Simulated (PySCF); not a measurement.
Bonds: Al1-C2 2.155 Å, C2-O3 1.124 Å. Al1 carries H4, H5, H6.

Level of theory: GIAO B3LYP/pcSseg-1 (pcSseg-2 on Al) shieldings, PBE0-D3(BJ)/def2-SVP geometry, in PySCF (one computed conformer, averaged over atoms made equivalent by symmetry, fast rotation or ring inversion, gas phase, relativity neglected).

δ = σ(ref) − σ, references computed at the same level: 13C (σ = 179.24 ppm), 1H (σ = 31.38 ppm) vs TMS; 27Al (σ = 571.15 ppm) vs [Al(H2O)6]3+; 17O (σ = 334.04 ppm) against H2O.

```csv
atoms,nucleus,count,δ (ppm)
C2,13C,1,?
Al1,27Al,1,108.7
H4/H5/H6,1H,3,3.74
O3,17O,1,?
```

Task: Fill in the missing shifts.

Result: 
- C2: 192.3 ppm, carbon bonded to Al, O
- O3: 423.9 ppm, oxygen bonded to C

Hydrides on Al or Ga are broadened by the quadrupolar metal nucleus. Shifts are as computed, not scaled to solution data. Of 1211 compounds with measured shifts, 218 miss one by over three times the rms of a fit or turn the order of signals round; such compounds aren't used in these exercises. Unscaled 17O shifts of doubly bonded oxygen tend to come out too high, by tens of ppm or more. Experimental scales use liquid or dissolved standards, which lie at an offset from isolated H2O (liquid H2O: subtract about 36 ppm).
